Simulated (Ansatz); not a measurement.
# LiC+ (singlet): from Hartree-Fock to the top rungs at distance C1–Li2 = 4.291 Å, aug-cc-pVTZ

The task here is to estimate one member of a computed series from the others.

Program: Ansatz 0.2.0, Gaussian basis. Level of theory: aug-cc-pVTZ, core rule «outside noble gas», up to 2 orbitals frozen. These are calculated values, not measurements.

The runs, in order: UHF; CCSD(T) on RHF; CCSD(T) on UHF; BCCD(T) on RHF; CCSDT(Q) on RHF; CCSDT(Q) on UHF; Full CI.

43 further runs of the same task are left out: 19 for a known fault of the program, 12 that didn't finish, 12 set aside as unsound or not needed.

## The geometry

The geometry derives from a PBE0/def2-TZVP stationary point (not a proven minimum). One bond is set to the value named and the two fragments are kept rigid.

2 atoms, charge 1, spin multiplicity 1.

Atoms are counted from 1 here; the program's logs count them from 0.

No contacts short enough for the rule that draws bonds.

The first run:

Input file in.yaml:

```yaml
crystal:
  periodic: [false, false, false]
  atoms:
    - {symbol: C, position_ang: [0.000000, 0.000000, 0.000000]}
    - {symbol: Li, position_ang: [0.000000, 0.000000, 4.291000]}
basis:
  gaussian: {orbitals: aug-cc-pVTZ}
total_charge: 1
magnetization: {spin_polarized: true, initial_magnetization: 0}
hamiltonian: {xc: hf}
output: {orbitals: {seedname: orbitals}}
```

The run is started by

```sh
ansatz run in.yaml --threads 1 --pin off --events-out ev --progress --plain --max-ram 2393MiB
```

Among the steps run: UHF; CCSD(T) on RHF; CCSD(T) on UHF; BCCD(T) on RHF; CCSDT(Q) on RHF; CCSDT(Q) on UHF; Full CI.

One table of the session follows, with a row left open; its other results are not shown here.

```
   method  from FCI (kJ/mol)
      RHF             +336.8
     RMP2             +109.0
    RCCSD              +21.7
 RCCSD(T)               +9.8
  BCCD(T)               +9.8
   RCCSDT                  ?
RCCSDT(Q)               +3.5
      FCI                  0
```

Estimate the missing values for RCCSDT.

As computed: from FCI (kJ/mol): +7.1. In the column «from FCI (kJ/mol)» it lies between RCCSDT(Q) (+3.5) and RCCSD(T) (+9.8).

Left out of the table: UHF, UMP2, UCCSD, UCCSD(T), UCCSDT, UCCSDT(Q) (another determinant or state than the rows shown).
